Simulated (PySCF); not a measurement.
# Basis-set dependence of OH⁺ at HF

PySCF, UHF reference; triplet, unpaired electrons π ↑↑; De to H⁺ + O without counterpoise correction.

| basis | relativity | functions | Re (Å) | ωe (cm⁻¹) | De (eV) | μ (D) |
| --- | --- | --- | --- | --- | --- | --- |
| def2-SVP | no relativity | 19 | 1.014 | 3382 | 5.18 | -2.41 |
| def2-SVPD | no relativity | 31 | 1.012 | 3359 | 5.12 | -2.35 |
| aug-pcseg-1 | no relativity | 32 | 1.012 | 3320 | 5.12 | -2.29 |
| def2-TZVPPD | no relativity | 57 | 1.008 | 3352 | 5.22 | -2.32 |

(1) How does each smaller set differ from the one with most functions, def2-TZVPPD?

A positive dipole points towards O; it is taken about the centre of mass and depends on that origin. For an ion De counts to the pair picked by the measured ionisation energies or electron affinities, which need not be the lowest pair at this level. Hartree–Fock leaves out correlation, which carries a large part of most bond energies and some tenths to 1 eV of ionisation energies. The state is the lowest determinant that a PBE0 search found; another state may lie lower at other levels.

Answers

(1) def2-SVP: +0.6 pm, +0.9 % in ωe, -0.04 eV in De; def2-SVPD: +0.4 pm, +0.2 % in ωe, -0.10 eV in De; aug-pcseg-1: +0.4 pm, -1.0 % in ωe, -0.10 eV in De. All at HF; the set with most functions is neither the basis-set limit nor always the best.
